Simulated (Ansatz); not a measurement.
# CH6NSi+: single points off equilibrium

An exercise on one series of results from a longer session: the logs are not shown, and one member is left open.

Program: Ansatz 0.2.0, Gaussian basis. Level of theory: single points in def2-TZVPP. These are calculated values, not measurements.

Cores are frozen in the correlated methods.

## Starting geometry

SMILES `C[SiH+]N`, 9 atoms, charge 1, spin multiplicity 1.

Atoms are counted from 1 here; the program's logs count them from 0.

Bond lengths: C1–Si2 1.953 Å, C1–H4 1.221 Å, C1–H5 1.240 Å, C1–H6 1.071 Å, Si2–N3 1.758 Å, Si2–H7 1.480 Å, N3–H8 1.089 Å, N3–H9 1.119 Å. Angles: Si2–C1–H4 108.9°, Si2–C1–H5 105.3°, Si2–C1–H6 123.4°, H4–C1–H5 105.6°, H4–C1–H6 104.3°, H5–C1–H6 108.1°, C1–Si2–N3 115.8°, C1–Si2–H7 131.9°, N3–Si2–H7 111.9°, Si2–N3–H8 125.1°, Si2–N3–H9 131.9°, H8–N3–H9 103.0°.

Coordinates:

```xyz
9
charge 1, multiplicity 1
C    -0.7861    1.0396   -0.7284
Si    0.6705   -0.1887   -0.2978
N     0.4751   -1.1204    1.1802
H    -1.8121    0.3968   -0.8885
H    -0.5041    1.5029   -1.8439
H    -1.0789    1.8522   -0.0956
H     2.0072   -0.3876   -0.9020
H     1.1993   -1.8337    1.5702
H    -0.3577   -1.1730    1.9264
```

Set-up of the first run:

run/in.yaml

```yaml
crystal:
  periodic: [false, false, false]
  atoms:
    - {symbol: C, position_ang: [-0.786100, 1.039600, -0.728400]}
    - {symbol: Si, position_ang: [0.670500, -0.188700, -0.297800]}
    - {symbol: N, position_ang: [0.475100, -1.120400, 1.180200]}
    - {symbol: H, position_ang: [-1.812100, 0.396800, -0.888500]}
    - {symbol: H, position_ang: [-0.504100, 1.502900, -1.843900]}
    - {symbol: H, position_ang: [-1.078900, 1.852200, -0.095600]}
    - {symbol: H, position_ang: [2.007200, -0.387600, -0.902000]}
    - {symbol: H, position_ang: [1.199300, -1.833700, 1.570200]}
    - {symbol: H, position_ang: [-0.357700, -1.173000, 1.926400]}
basis:
  gaussian: {orbitals: def2-TZVPP}
total_charge: 1
correlation: {method: ccsd_t}
output: {forces: true}
```

No record of the launch command was kept for these runs.

Steps of the session up to this table: CCSD(T)/def2-TZVPP; PBE0-D4/def2-TZVPP; wB97M-V/def2-TZVPP; r2SCAN-D4/def2-TZVPP; PBE-D4/def2-TZVPP; r2SCANh-D4/def2-TZVPP; LC-wPBE/def2-TZVPP.

One table of the session follows, with a row left open; its other results are not shown here.

| method | RMS force component (eV/Å) | angle to CCSD(T) forces (°) |
| --- | --- | --- |
| CCSD(T) | 1.669 | reference |
| PBE0-D4 | 1.714 | 2.3 |
| wB97M-V | 1.704 | 2.0 |
| r2SCAN-D4 | ? | ? |
| PBE-D4 | 1.573 | 4.8 |
| r2SCANh-D4 | 1.715 | 2.3 |
| LC-wPBE | 1.780 | 3.6 |

Q: Estimate the row for r2SCAN-D4 from the others.

The run gave: RMS force component (eV/Å): 1.674; angle to CCSD(T) forces (°): 2.4. In the column «RMS force component (eV/Å)» it lies between CCSD(T) (1.669) and wB97M-V (1.704).
